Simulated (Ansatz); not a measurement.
Input file:

```yaml
crystal:
  periodic: [false, false, false]
  atoms:
    - {symbol: Al, position_ang: [0.000000, 0.005267, -1.203615]}
    - {symbol: Al, position_ang: [0.000000, 0.005267, 1.341485]}
    - {symbol: H, position_ang: [0.000000, 1.131133, -1.771548]}
    - {symbol: H, position_ang: [0.000000, -1.413133, -1.919115]}
basis:
  gaussian: {orbitals: 6-31G}
magnetization: {spin_polarized: false, initial_magnetization: 2}
correlation: {method: fic_mrcisd_q, electrons: outside_noble_gas, active_space: {window: {electrons: 8, orbitals: 10}, shells: [{species: Al, l: s, shell: 3}, {species: Al, l: p, shell: 3}, {species: H, l: s, shell: 1}]}}
```

```sh
$ ansatz run in.yaml --threads 1 --pin off --events-out ev --progress --plain --max-ram 2393MiB
```

Output:

```
611 factors; integrals over basis functions are off by at most 1.4e-7 eV
mean field evaluation 1: about -13191.9215 eV, gradient 7.1e0 eV
mean field evaluation 2: about -13191.9312 eV, gradient 7.1e0 eV
mean field evaluation 4: about -13192.7369 eV, gradient 1.2e0 eV
mean field evaluation 8: about -13192.8656 eV, gradient 1.4e-1 eV
mean field evaluation 16: about -13192.3752 eV, gradient 3.7e-1 eV
mean field evaluation 32: about -13192.8637 eV, gradient 1.7e-1 eV
mean field -13192.86610455 eV, -484.8288868964 hartree, gradient 2.6e-6 eV, S^2 2.000000; 6 other end points of the search recorded, 0 dependent functions left out
reference -13192.86610455 eV, -484.8288868964 hartree; 15, 13 occupied and 15, 17 virtual orbitals, 611 factors
state -13194.49243955 eV, -484.8886536052 hartree
contracted CI cycle   1: correlation 0.00000000 eV, 0.0000000000 hartree, residual 4.15e0 eV
contracted CI cycle   2: correlation -0.51196054 eV, -0.0188142029 hartree, residual 1.02e0 eV
contracted CI cycle   3: correlation -0.53797978 eV, -0.0197703921 hartree, residual 2.67e-1 eV
contracted CI cycle   4: correlation -0.53948374 eV, -0.0198256618 hartree, residual 7.24e-2 eV
contracted CI cycle   5: correlation -0.53959293 eV, -0.0198296743 hartree, residual 1.72e-2 eV
contracted CI cycle   6: correlation -0.53959991 eV, -0.0198299311 hartree, residual 4.64e-3 eV
contracted CI cycle   7: correlation -0.53960040 eV, -0.0198299488 hartree, residual 1.31e-3 eV
state -13194.49243955 eV, -484.8886536052 hartree; corrected -13195.04298015 eV, -484.9088855993 hartree
Total energy: -13195.04298015 eV, -484.9088855993 hartree
Checks for a lower state left out: starts, orbital_swaps
```

For the same geometry and basis full CI lies 9.2 meV lower.

Ran on 1 thread of Intel Xeon 6975P-C, shared host: 6 s wall, 0.53 GiB peak host memory.
